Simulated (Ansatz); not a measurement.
# SrTiO$_{3}$: a prediction, then the measurements

Theory: Ansatz 0.2.0, DFT PBE, scalar-relativistic, plane waves, PAW.

Settings: cutoff 420 eV, Γ-centred mesh 8×8×8 on the computed 5-atom cell, Gaussian smearing of 0.02 eV; no spin polarisation.

Relaxed structure, symmetry kept:

```cif
data_structure
_symmetry_space_group_name_H-M 'P 1'
_symmetry_Int_Tables_number 1
_cell_length_a 3.9364
_cell_length_b 3.9364
_cell_length_c 3.9364
_cell_angle_alpha 90.000
_cell_angle_beta 90.000
_cell_angle_gamma 90.000
_cell_volume 61.00
loop_
_atom_site_label
_atom_site_type_symbol
_atom_site_fract_x
_atom_site_fract_y
_atom_site_fract_z
_atom_site_occupancy
Sr1 Sr 0.50000 0.50000 0.50000 1
Ti1 Ti 0.00000 0.00000 0.00000 1
O1 O 0.50000 0.00000 0.00000 1
O2 O 0.00000 0.50000 0.00000 1
O3 O 0.00000 0.00000 0.50000 1
```

```
Space group                                                       : Pm-3m (No. 221)
Volume per atom                                                   : 12.20 Å³
Formation energy from the elements' standard states (uncorrected) : -3.139 eV/atom
Kohn–Sham band gap                                                : 1.84 eV
Löwdin character of the top 1 eV of the valence band              : O 2p 95 %
Löwdin character of the lowest 1 eV of the conduction band        : Ti 3d 88 %, O 2p 10 %
Bader charges (e)                                                 : Sr (1 in the cell) 1.60, Ti (1 in the cell) 2.24, O (3 in the cell) -1.28
```

A ferromagnetic start lost its moments in a first run, so spin was left out; other magnetic orders weren't tried.

**The experiment to reproduce.**

From “Glass-like thermal conductivity in SrTiO3 thermoelectrics induced by A-site vacancies”, 2014, arxiv:1411.0410, for a ceramic of SrTiO3 at 300 K: lattice constant a 3.9052 ± 0.0001 Å.

Measured lattice constant a of SrTiO3: 3.9052 Å (300 K; ceramic; the paper above). This calculation gives 3.936 Å (+0.8 %). 2 values of this kind are on record (3.9036 to 3.9052 Å); this one was drawn at random, those with a stated uncertainty first. The calculation is for 0 K without zero-point motion.

Symmetry holds off the tilts and polar distortions that many cubic perovskites undergo.